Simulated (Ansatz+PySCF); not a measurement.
doublet H₂O(+): levels of theory in one basis

```xyz
3

O     0.0000    0.3662    0.0000
H     0.0000   -0.1831   -0.7846
H     0.0000   -0.1831    0.7846
```

Basis set: cc-pVTZ (spherical functions). Frozen core: 1 orbital. Correlation on ROHF uses semicanonical orbitals with singles. Charge 1, multiplicity 2.

Computed with Ansatz (development build ahead of 0.2.0); each method stands on the lowest determinant of its kind that the runs found.

```tsv
method	E − E(ROHF) (eV)	<S²> of the determinant
ROHF	0.00	0.75
UHF	-0.14	0.76
ROHF-MP2	-5.49	–
UHF-MP2	-5.49	0.76
ROHF-CCSD(T)	-6.03	–
UHF-CCSD(T)	-6.03	0.76
```

Task: What does UHF-CCSD give on the same scale?

Result: -5.91 eV.
